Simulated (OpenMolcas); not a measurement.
**A ladder of methods for CHF2 (difluoromethyl radical)**

CHF2 has 4 atoms, charge 0, and is taken as a doublet. As SMILES, `F[CH]F`. Geometry: relaxed at PBE0-D4/def2-TZVP.

```xyz
4

F    -1.2082    0.2646   -0.1417
C     0.0386    0.0634    0.2444
F     0.4331   -1.1668   -0.0296
H     0.7365    0.8387   -0.0731
```

Each level gives the energy change with the F1–C2 bond stretched from 1.321 to 2.311 Å (eV). The values are calculated.

```tsv
level	kind	program	value (eV)	less FCI/STO-3G	CPU time (all runs)
ROHF/STO-3G	Hartree–Fock	OpenMolcas	3.89	+0.26	4.5 s
USVWN5/STO-3G	LDA	OpenMolcas	5.13	+1.50	12 s
UPBE/STO-3G	GGA	OpenMolcas	4.47	+0.84	12 s
U-r2SCAN/STO-3G	meta-GGA	OpenMolcas	4.56	+0.93	16 s
UPBE0/STO-3G	global hybrid	OpenMolcas	4.72	+1.09	12 s
CASSCF(3,3)/STO-3G	multireference	OpenMolcas	3.24	-0.39	4.2 s
FCI/STO-3G	exact in the basis	OpenMolcas	3.63	0.00	2.9 min
```

FCI/STO-3G is exact within its basis and frozen core, so for wave-function methods in that basis the difference is their error; functionals converge differently with the basis, so for them it is only a difference. The first shape isn't each level's own minimum. The values span 3.24 to 5.13 eV. Spin contamination of the reference (⟨S²⟩ at least 0.1 too high) touches UPBE/STO-3G, U-r2SCAN/STO-3G, UPBE0/STO-3G. All rows use very small basis sets, so even the best lies far from the true value. Times are those of the runs behind each value, whatever else they computed, on shared processors of several kinds: orders of magnitude only.
